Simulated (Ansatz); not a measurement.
Process, species as SMILES: [SiH2](F)F + 2 [H][H] (H2) → 2 F (HF) + [SiH4] (SiH4)
B3LYP-D3(BJ)/def2-TZVP geometries, fixed; electronic energies without zero-point terms.
Largest species:
```
Si
F 1 1.5916
F 1 1.5916 2 107.98
H 1 1.4696 2 108.50 3 -117.41
H 1 1.4696 4 114.67 2 121.46
```
Charge 0, spin multiplicity 1.

Basis-set convergence of the energy of full hydrogenation at PBE with Ansatz (a quantum-chemistry and plane-wave program). Cartesian d functions, on some or all atoms, in 6-31G*, 6-31+G*, 6-311G**, 6-311+G**; all else is spherical. The program fits the integrals of some runs and decomposes those of others, by size. No added dispersion term, no relativity. Functions are those of the species that has most. Reference: the value in aug-pcseg-3, 52.06 kcal/mol, itself unsure by roughly 0.47 kcal/mol (its mean distance from aug-cc-pV(Q+d)Z, cc-pV(5+d)Z, def2-QZVPPD). Deviations are taken from unrounded values.

| basis | functions | energy of full hydrogenation (kcal/mol) |
|---|---|---|
| 6-31G* | 53 | 70.44 |
| 6-31+G* | 65 | 51.69 |
| def2-SVP | 56 | 53.67 |
| def2-SVPD | 86 | 35.40 |
| pcseg-1 | 56 | 49.09 |
| aug-pcseg-1 | 91 | 40.04 |
| cc-pV(D+d)Z | 61 | 55.24 |
| aug-cc-pV(D+d)Z | 96 | 39.41 |
| 6-311G** | 75 | 51.00 |
| 6-311+G** | 87 | 39.42 |
| def2-TZVP | 111 | 55.71 |
| def2-TZVPD | 141 | 51.83 |
| pcseg-2 | 122 | 51.79 |
| aug-pcseg-2 | 188 | 51.14 |
| cc-pV(T+d)Z | 127 | 56.53 |
| aug-cc-pV(T+d)Z | 193 | 50.89 |
| def2-TZVPP | 132 | 53.03 |
| def2-TZVPPD | 162 | 50.19 |
| cc-pV(Q+d)Z | 234 | 54.83 |
| aug-cc-pV(Q+d)Z | 341 | 51.74 |
| def2-QZVPP | 244 | 52.59 |
| def2-QZVPPD | 274 | 51.64 |
| pcseg-3 | 250 | 52.09 |
| aug-pcseg-3 | 357 | 52.06 |

What the diffuse functions change, pair by pair:
- 6-31G* to 6-31+G*: 12 more functions, deviation 18.39 to -0.36 kcal/mol
- def2-SVP to def2-SVPD: 30 more functions, deviation 1.61 to -16.65 kcal/mol
- pcseg-1 to aug-pcseg-1: 35 more functions, deviation -2.97 to -12.02 kcal/mol
- cc-pV(D+d)Z to aug-cc-pV(D+d)Z: 35 more functions, deviation 3.18 to -12.64 kcal/mol
- 6-311G** to 6-311+G**: 12 more functions, deviation -1.06 to -12.63 kcal/mol
- def2-TZVP to def2-TZVPD: 30 more functions, deviation 3.65 to -0.23 kcal/mol
- pcseg-2 to aug-pcseg-2: 66 more functions, deviation -0.26 to -0.91 kcal/mol
- cc-pV(T+d)Z to aug-cc-pV(T+d)Z: 66 more functions, deviation 4.47 to -1.17 kcal/mol
- def2-TZVPP to def2-TZVPPD: 30 more functions, deviation 0.98 to -1.86 kcal/mol
- cc-pV(Q+d)Z to aug-cc-pV(Q+d)Z: 107 more functions, deviation 2.77 to -0.32 kcal/mol
- def2-QZVPP to def2-QZVPPD: 30 more functions, deviation 0.53 to -0.42 kcal/mol
- pcseg-3 to aug-pcseg-3: 107 more functions, deviation 0.03 to 0.00 kcal/mol

Leaving out the reference's own pair, they bring the value nearer the reference by more than 0.47 kcal/mol in 4 of 11 pairs.
